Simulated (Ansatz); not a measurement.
**AlSiH₂+ (triplet): the correlation ladder, def2-QZVPP**

The task here is to estimate one member of a computed series from the others.

Method: def2-QZVPP, core rule «outside noble gas», up to 10 orbitals frozen; program: Ansatz 0.2.0, Gaussian basis.

To be run: UHF; ROHF; CCSD(T) on UHF.

## The system

The geometry is a PBE0/def2-TZVP stationary point (not a proven minimum) of the parent state, kept for this charge and spin.

4 atoms, charge 1, spin multiplicity 3.

Atoms are counted from 1 here; the program's logs count them from 0.

Bond lengths: Si1–Al2 2.409 Å, Al2–H3 1.583 Å, Al2–H4 1.583 Å. Angles: Si1–Al2–H3 117.4°, Si1–Al2–H4 117.4°, H3–Al2–H4 125.2°.

The first run:

in.yaml reads:

```yaml
crystal:
  periodic: [false, false, false]
  atoms:
    - {symbol: Si, position_ang: [0.000000, 0.000000, 1.249328]}
    - {symbol: Al, position_ang: [0.000000, 0.000000, -1.159384]}
    - {symbol: H, position_ang: [0.000000, 1.405470, -1.888034]}
    - {symbol: H, position_ang: [0.000000, -1.405470, -1.888034]}
basis:
  gaussian: {orbitals: "def2-QZVPP.json"}
total_charge: 1
magnetization: {spin_polarized: true, initial_magnetization: 2}
hamiltonian: {xc: hf}
output: {orbitals: {seedname: orbitals}}
```

Launch:

```
ansatz run in.yaml --threads 1 --pin off --events-out ev --progress --plain --max-ram 2393MiB
```

Steps of the session up to this table: UHF; ROHF; CCSD(T) on UHF.

One table of the session follows, with a row left open; its other results are not shown here.

| method | from UCCSD(T) (meV) |
| --- | --- |
| ROHF | +4785.8 |
| UHF | +4660.5 |
| UMP2 | ? |
| UCCSD | +152.9 |
| UCCSD(T) | 0 |

**Question.** Estimate the row for UMP2.

**Answer.** from UCCSD(T) (meV): +1017.1. In the column «from UCCSD(T) (meV)» it lies between UCCSD (+152.9) and UHF (+4660.5).
